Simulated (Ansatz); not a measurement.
in.yaml

```yaml
crystal:
  periodic: [false, false, false]
  atoms:
    - {symbol: W, position_ang: [0.000000, 0.000000, 0.150514]}
    - {symbol: N, position_ang: [0.000000, -0.014412, -1.657340]}
    - {symbol: H, position_ang: [0.000000, 0.940709, -2.050345]}
    - {symbol: H, position_ang: [0.000000, -0.740427, -2.371239]}
basis:
  gaussian: {orbitals: def2-SVP, fitting: {mean_field: def2-universal-jkfit}}
total_charge: 1
magnetization: {spin_polarized: false, initial_magnetization: 2}
correlation: {active_space: {window: {electrons: 4, orbitals: 4}, states: [{multiplicity: 4, weights: [-1, 1]}]}}
```

```sh
$ ansatz run in.yaml --threads 1 --pin off --events-out ev --progress --plain --max-ram 2393MiB
```

Task: How does this run end?

Result: Refused. The input was made wrong on purpose (impossible set of states or weights), so the run isn't a sound calculation of what was asked.
```
Error: set 0 asks for 2 states and needs as many positive weights; it has [-1.0, 1.0]
```
